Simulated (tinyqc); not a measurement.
Inside a calculation. Method: FCI on RHF in the sto-6g basis, for HF, spin multiplicity 1. One step of it, computed by the program tinyqc.

Problem. FCI: determinants and Hamiltonian. Slater-Condon rules over spin orbitals, with the nuclear repulsion added and E(HF) subtracted on the diagonal. Only determinants linked to the reference directly or through others are kept (one block of an abelian symmetry group), so some states are absent.

one-electron integrals over orbitals h = C^T H C (hartree), lower triangle:
```
            1          2          3          4          5          6
1  -40.933555
2    0.719765  -9.206960
3   -0.193077   0.563376  -7.419012
4    0.000000   0.000000   0.000000  -8.713257
5    0.000000   0.000000   0.000000   0.000000  -8.713257
6   -0.208997   1.094677   1.978205   0.000000   0.000000  -6.111399
```

Two-electron integrals over orbitals (pq|rs), unique and non-zero (hartree):
```
(11|11) 5.381442    (21|11) -0.522914   (21|21) 0.082010    (22|11) 1.228935
(22|21) -0.022198   (22|22) 0.863476    (31|11) 0.147840    (31|21) -0.021797
(31|22) 0.011369    (31|31) 0.022251    (32|11) -0.145206   (32|21) 0.008124
(32|22) -0.030719   (32|31) 0.020825    (32|32) 0.153083    (33|11) 0.974657
(33|21) -0.009864   (33|22) 0.742350    (33|31) -0.004641   (33|32) -0.037842
(33|33) 0.742362    (41|41) 0.030384    (42|41) 0.039345    (42|42) 0.184092
(43|41) -0.010107   (43|42) -0.038377   (43|43) 0.043950    (44|11) 1.265977
(44|21) -0.013853   (44|22) 0.886014    (44|31) 0.003763    (44|32) -0.075739
(44|33) 0.735450    (44|44) 0.998085    (51|51) 0.030384    (52|51) 0.039345
(52|52) 0.184092    (53|51) -0.010107   (53|52) -0.038377   (53|53) 0.043950
(54|54) 0.053789    (55|11) 1.265977    (55|21) -0.013853   (55|22) 0.886014
(55|31) 0.003763    (55|32) -0.075739   (55|33) 0.735450    (55|44) 0.890506
(55|55) 0.998085    (61|11) 0.157718    (61|21) -0.026567   (61|22) 0.001745
(61|31) -0.009512   (61|32) -0.024849   (61|33) 0.010291    (61|44) 0.003918
(61|55) 0.003918    (61|61) 0.025322    (62|11) -0.226597   (62|21) 0.005719
(62|22) -0.119403   (62|31) -0.020331   (62|32) -0.055786   (62|33) -0.033399
(62|44) -0.116618   (62|55) -0.116618   (62|61) 0.016564    (62|62) 0.094641
(63|11) -0.374158   (63|21) 0.005905    (63|22) -0.187164   (63|31) 0.002179
(63|32) 0.092479    (63|33) -0.115470   (63|44) -0.209961   (63|55) -0.209961
(63|61) -0.005651   (63|62) 0.052149    (63|63) 0.191967    (64|41) -0.009716
(64|42) -0.038552   (64|43) -0.017226   (64|64) 0.030631    (65|51) -0.009716
(65|52) -0.038552   (65|53) -0.017226   (65|65) 0.030631    (66|11) 0.876929
(66|21) -0.008885   (66|22) 0.670577    (66|31) 0.014297    (66|32) 0.064722
(66|33) 0.667925    (66|44) 0.644481    (66|55) 0.644481    (66|61) -0.009138
(66|62) -0.064730   (66|63) -0.015437   (66|66) 0.708567
```

nuclear repulsion = 4.70147571 hartree

Hartree-Fock energy = -99.49780837 hartree

Give: determinants; H - E(HF) between determinants.

Solution.

Occupation strings over the orbitals (2 doubly, a alpha, b beta, 0 empty; spin orbitals ordered 1a 1b 2a 2b ...): 222220 22a22b 2a222b a2222b 22b22a 2b222a b2222a 222202 222022 220222 2ab222 a2b222 2ba222 202222 ab2222 b2a222 ba2222 022222

H - E(HF) between determinants (hartree), lower triangle:
```
         222220   22a22b   2a222b   a2222b   22b22a   2b222a   b2222a   222202
222220   0.0000
22a22b   0.0000   0.6123
2a222b   0.0000  -0.0126   1.4084
a2222b   0.0000  -0.0199   0.0254  25.9186
22b22a   0.0000  -0.1920  -0.0521   0.0057   0.6123
2b222a   0.0000  -0.0521  -0.0946  -0.0166  -0.0126   1.4084
b2222a   0.0000   0.0057  -0.0166  -0.0253  -0.0199   0.0254  25.9186
222202   0.0306   0.0172   0.0386   0.0097  -0.0172  -0.0386  -0.0097   1.1814
222022   0.0306   0.0172   0.0386   0.0097  -0.0172  -0.0386  -0.0097   0.0538
220222   0.1920   0.1000  -0.0925  -0.0022  -0.1000   0.0925   0.0022   0.0440
2ab222  -0.0521   0.0925  -0.1717   0.0059  -0.0313   0.0558   0.0203   0.0384
a2b222   0.0057   0.0022   0.0059  -0.3587  -0.0194   0.0248   0.0095   0.0101
2ba222   0.0521  -0.0313   0.0558   0.0203   0.0925  -0.1717   0.0059  -0.0384
202222   0.0946   0.0558   0.0547  -0.0057  -0.0558  -0.0547   0.0057   0.1841
ab2222  -0.0166  -0.0203   0.0057  -0.1619   0.0248  -0.0109   0.0266  -0.0393
b2a222  -0.0057  -0.0194   0.0248   0.0095   0.0022   0.0059  -0.3587  -0.0101
ba2222   0.0166   0.0248  -0.0109   0.0266  -0.0203   0.0057  -0.1619   0.0393
022222   0.0253   0.0095   0.0266  -0.1669  -0.0095  -0.0266   0.1669   0.0304

         222022   220222   2ab222   a2b222   2ba222   202222   ab2222   b2a222
222022   1.1814
220222   0.0440   1.3397
2ab222   0.0384   0.1151   2.1331
a2b222   0.0101   0.0389   0.0245  26.6693
2ba222  -0.0384  -0.1151  -0.1531  -0.0208   2.1331
202222   0.1841   0.1531   0.1080  -0.0081  -0.1080   3.0477
ab2222  -0.0393  -0.0208   0.0081  -0.2225   0.0229  -0.0121  27.7170
b2a222  -0.0101  -0.0389  -0.0208  -0.0223   0.0245   0.0081   0.0218  26.6693
ba2222   0.0393   0.0208   0.0229   0.0218   0.0081   0.0121  -0.0820  -0.2225
022222   0.0304   0.0223   0.0218  -0.1136  -0.0218   0.0820   0.4886   0.1136

         ba2222   022222
ba2222  27.7170
022222  -0.4886  56.1734
```
